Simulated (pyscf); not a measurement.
**Routes from `[F][SiH]` [singlet] + `[H][H]`**

Candidate steps break at most two bonds and form at most two. Each was searched with GFN2-xTB (tblite) first. Structures and frequencies: ωB97X-D3(BJ)/def2-SVP in PySCF. Energies: ωB97M-D3(BJ)/def2-TZVP, eV, from the separated reactants, singlet surface; ΔG‡ with ideal gas, 1 atm, RRHO with modes under 100 cm⁻¹ raised to 100, one conformer, R ln 2 for chiral ones without a mode under 150 cm⁻¹.

```tsv
products	type	ΔE‡	ΔE	ΔG‡ 298 K	ΔG‡ 900 K	ν‡ (cm⁻¹)
F–SiH₃	insertion	0.81	-2.20	1.20	1.96	1316i
SiH₂ [singlet] + HF	four-centre exchange	1.49	+1.54	–	–	1165i
```

A dash marks a saddle under its separated products, where this table gives no free-energy barrier. Row 2: On the product side the descent ends in a bound adduct, 0.37 eV under the separated species and 0.33 eV under the saddle at ωB97X-D3(BJ)/def2-TZVP. 

Plain bond fissions and candidates not yet searched are not listed, and one of them may be faster. Each barrier is that of the saddle found; lower ones may exist.
